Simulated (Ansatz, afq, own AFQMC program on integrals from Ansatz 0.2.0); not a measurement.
Integrals from Ansatz 0.2.0, then the random walk in our own AFQMC program (afq).

```yaml
crystal:
  periodic: [false, false, false]
  atoms:
    - {symbol: Ge, position_ang: [-0.294447, -0.616332, 0.270591]}
    - {symbol: O, position_ang: [1.290423, -0.980243, 0.984853]}
    - {symbol: Cl, position_ang: [-0.651003, -2.019973, -1.363273]}
    - {symbol: H, position_ang: [-1.302953, -0.924467, 1.414883]}
    - {symbol: H, position_ang: [1.994480, -1.080686, 0.332646]}
basis:
  gaussian: {orbitals: def2-TZVP}
magnetization: {spin_polarized: true, initial_magnetization: 1}
correlation: {method: ccsd_t, electrons: outside_noble_gas, hamiltonian_folder: ham}
```

```sh
$ ansatz run in.yaml --threads 1 --pin off --events-out ev --progress --plain --max-ram 24576MiB --backend cuda --devices 0, --max-vram 18GiB
```

Options of the walk:

```
--method phaseless --trial cisd --walkers 1100 --populations 20 --least-time 60 --time-step 0.005 --steps-per-block 50 --equilibration-blocks 28 --max-blocks 4000 --target-error 0.00026 --factor-cut 1e-05 --start spin_pure --seed 3827 --release-times 0.24,0.51,0.99,1.5 --release-step 0.03 --release-every 4 --taylor-order 6
```

Times are imaginary, in 1/Eh. The walk had a cap of 251 s. With eight or more populations the least sampling time is a fifth of least-time, and the error comes from their spread. Filled inner d shells are frozen with the cores.

Log:

```
orbitals 108  electrons 10 9  factors 794 of 844
reference energy -2610.98226683 Eh
CCSD correlation -0.54819953 Eh in 14 cycles, weight of the determinant in the CISD state 0.8293
energy of the start -2611.529826 Eh
 block  time / (1/Eh)  mean weight  energy / Eh
     1     0.250  0.9988  -2611.518968
     2     0.500  0.9999  -2611.529418
     3     0.750  0.9999  -2611.538140
     4     1.000  1.0001  -2611.545666
     5     1.250  0.9989  -2611.548752
    10     2.500  1.0008  -2611.551818
    25     6.250  1.0002  -2611.556313
    40    10.000  0.9988  -2611.552051
    55    13.750  0.9995  -2611.554680
    70    17.500  0.9991  -2611.549150
    85    21.250  1.0002  -2611.553851
   100    25.000  0.9995  -2611.557720
   115    28.750  0.9999  -2611.550761
   130    32.500  0.9987  -2611.552121
   136    34.000  1.0003  -2611.565183
   139    34.750  1.0004  -2611.555348
error from the spread of 20 populations
released: time / (1/Eh)  energy / Eh  error  mean overlap
  0.24  -2611.554778  0.000590  0.9881
  0.51  -2611.554676  0.000465  0.9834
  0.99  -2611.553770  0.000784  0.9829
  1.50  -2611.554365  0.000674  0.9712
energy -2611.554049 +/- 0.000492 Eh
(rows thinned)
```

The run passed its tests (sampling time, drift between the halves within three errors, error under three times the target), which doesn't prove that it has relaxed, ending at its cap on processor time.

Against this walk (error 13.4 meV) on the same determinant: CCSD(T) 58.3 meV higher. The error is statistical and leaves out the bias of the constraint. Released to 1.50 1/Eh the energy moves by -9 ± 23 meV (both errors), within twice the noise.

Cautions: constraint bias not in the error; error above the target (13.4 against 7.1 meV); no relativity below Rb; no spin-orbit coupling; inner d shell frozen.

The walk took 4.2 min on 1 × NVIDIA H100 80GB HBM3 with 2 threads of AMD EPYC 7R13 Processor (Zen 3), with other jobs on the host (the card was shared). The log's last line is the phaseless energy.
